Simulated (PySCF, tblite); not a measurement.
Isomers of C5H5N. Computed with GFN2-xTB (tblite): harmonic, unscaled wavenumbers at the GFN2-xTB geometry, gas phase. Against measured fundamentals such values can be off by several per cent, at times by over 20. One conformer each.

Electronic energies: PBE0/pcSseg-1 single points on the GFN2-xTB geometries (PySCF, gas phase).

| SMILES | electronic energy, lowest = 0 (kJ/mol) |
| --- | --- |
| C=C/C=C\C#N | 0.0 |
| C#C/C=N\C=C | 168.3 |
| CC=C=CC#N | 56.6 |

**Question.** How do GFN2-xTB zero-point energies change the relative energies?

**Answer.** 
```json
{"SMILES": "C=C/C=C\\C#N", "ZPE (kJ/mol)": "215.2", "of it from modes above 1550 cm⁻¹": "125.9", "electronic (kJ/mol)": "0.0", "with ZPE, lowest = 0 (kJ/mol)": "0.0", "lowest mode (cm⁻¹)": "121", "rings": "0"}
{"SMILES": "CC=C=CC#N", "ZPE (kJ/mol)": "213.5", "of it from modes above 1550 cm⁻¹": "117.0", "electronic (kJ/mol)": "56.6", "with ZPE, lowest = 0 (kJ/mol)": "55.0", "lowest mode (cm⁻¹)": "91", "rings": "0"}
{"SMILES": "C#C/C=N\\C=C", "ZPE (kJ/mol)": "209.5", "of it from modes above 1550 cm⁻¹": "126.1", "electronic (kJ/mol)": "168.3", "with ZPE, lowest = 0 (kJ/mol)": "162.5", "lowest mode (cm⁻¹)": "48", "rings": "0"}
```

The zero-point energies span 5.7 kJ/mol, from `C#C/C=N\C=C` to `C=C/C=C\C#N`. The order is unchanged.

**Question.** And how do the electronic energies of GFN2-xTB itself compare?

**Answer.** `C=C/C=C\C#N` 0.0; `CC=C=CC#N` 28.8; `C#C/C=N\C=C` 86.4 kJ/mol, lowest = 0. Against the energies above, taken from the same isomer `C=C/C=C\C#N`, the largest difference is 81.9 kJ/mol.

**Question.** What do entropy and thermal enthalpy add at 298.15 K and 1 bar (rigid rotor, harmonic oscillator, one conformer each)?

**Answer.** 
| SMILES | point group | symmetry number | S (J/(mol K)) | H − H(0) (kJ/mol) | ZPE + H − H(0) − TS (kJ/mol) |
| --- | --- | --- | --- | --- | --- |
| C=C/C=C\C#N | Cs | 1 | 327.3 | 18.99 | 136.6 |
| CC=C=CC#N | C1 | 1 | 338.8 | 20.43 | 132.9 |
| C#C/C=N\C=C | Cs | 1 | 339.6 | 20.25 | 128.5 |
